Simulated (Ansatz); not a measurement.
CH2F2NP, SMILES `FC(F)=NP`, relaxed with RKS PBE0-D4/def2-TZVP in Ansatz from a PBE-D4/def2-SVP geometry. The force threshold is 0.005 eV/Å; the program also tests the step.

The species carries charge 0 and has multiplicity 1.

Start:

```xyz
7

F     0.860    0.256   -1.629
C    -0.046    0.856   -0.844
F    -0.584    1.859   -1.521
N    -0.362    0.552    0.325
P     0.410   -0.633    1.331
H     0.520   -1.751    0.415
H    -0.799   -1.141    1.924
```

Question: How much energy does the relaxation release, and in how many steps? (Best estimate.)

Answer: Ansatz gave: 4.97 kJ/mol, in 9 steps.

Question: Which bonds change most? (Estimate.)

Answer: Computed: N4–P5 from 1.736 to 1.711 Å; P5–H6 from 1.449 to 1.425 Å; P5–H7 from 1.439 to 1.417 Å; C2–N4 from 1.249 to 1.230 Å.

Question: Give the relaxed structure. (Estimate.)

Answer: The calculation gave: 
```xyz
7

F     0.835    0.234   -1.602
C    -0.046    0.841   -0.826
F    -0.570    1.832   -1.502
N    -0.353    0.556    0.331
P     0.400   -0.625    1.313
H     0.527   -1.710    0.398
H    -0.793   -1.129    1.887
```
